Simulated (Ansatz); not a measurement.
# AlNH₃ (quartet): wave-function methods side by side at distance Al1–H4 along a hydrogen transfer = 1.644 Å, cc-pVTZ

An exercise on one series of results from a longer session: the logs are not shown, and one member is left open.

Computed with Ansatz 0.2.0, Gaussian basis. Level: cc-pVTZ, core rule «outside noble gas», up to 6 orbitals frozen.

Plan: UHF; CCSD(T) on ROHF; CCSD(T) on UHF; BCCD(T) on ROHF; CCSDT(Q) on ROHF; CCSDT(Q) on UHF; CASSCF and NEVPT2, 5 electrons in 5 orbitals.

5 further runs of the same task are left out: 5 for a known fault of the program.

## The system

The geometry derives from fragments relaxed apart (PBE0/def2-TZVP) and kept rigid, so it is no stationary point. A hydrogen atom is moved between rigid fragments.

5 atoms, charge 0, spin multiplicity 4.

Atoms are counted from 1 here; the program's logs count them from 0.

Bond lengths: Al1–H2 1.586 Å, Al1–H3 1.586 Å, Al1–H4 1.644 Å. Angles: H2–Al1–H3 120.0°, H2–Al1–H4 120.0°, H3–Al1–H4 120.0°.

Set-up of the first run:

Input file in.yaml:

```yaml
crystal:
  periodic: [false, false, false]
  atoms:
    - {symbol: Al, position_ang: [-0.965938, 0.000000, 0.000000]}
    - {symbol: H, position_ang: [-1.758862, 1.373384, 0.000000]}
    - {symbol: H, position_ang: [-1.758862, -1.373384, 0.000000]}
    - {symbol: H, position_ang: [0.678062, 0.000000, 0.000000]}
    - {symbol: N, position_ang: [2.065062, 0.000000, 0.000000]}
basis:
  gaussian: {orbitals: cc-pVTZ}
magnetization: {spin_polarized: true, initial_magnetization: 3}
hamiltonian: {xc: hf}
output: {orbitals: {seedname: orbitals}}
```

Started as:

```sh
> ansatz run in.yaml --threads 1 --pin off --events-out ev --progress --plain --max-ram 2816MiB --backend cpu
```

Steps of the session up to this table: UHF; CCSD(T) on ROHF; CCSD(T) on UHF; BCCD(T) on ROHF; CCSDT(Q) on ROHF; CCSDT(Q) on UHF; CASSCF and NEVPT2, 5 electrons in 5 orbitals.

One of the session's tables, all rows but one given; the rest of the session is left out.

| method | from UCCSDT(Q) (meV) |
| --- | --- |
| ROHF | +7236.5 |
| UHF | +6971.6 |
| RMP2 | +1334.1 |
| UMP2 | +1318.6 |
| RCCSD | +215.0 |
| UCCSD | +208.0 |
| RCCSD(T) | +40.2 |
| UCCSD(T) | +37.7 |
| BCCD(T) | +39.1 |
| RCCSDT | +9.5 |
| UCCSDT | +6.2 |
| RCCSDT(Q) | ? |
| UCCSDT(Q) | 0 |
| CASSCF pair | +6665.9 |
| NEVPT2 pair | +1302.8 |

**Question.** Estimate the row for RCCSDT(Q).

**Answer.** from UCCSDT(Q) (meV): +3.2. In the column «from UCCSDT(Q) (meV)» it lies between UCCSDT(Q) (0) and UCCSDT (+6.2).

Limits of these values: Restricted and unrestricted rows rest on different reference determinants; where their highest levels disagree by more than a few hundredths of an eV, they describe different states and don't form one ladder.
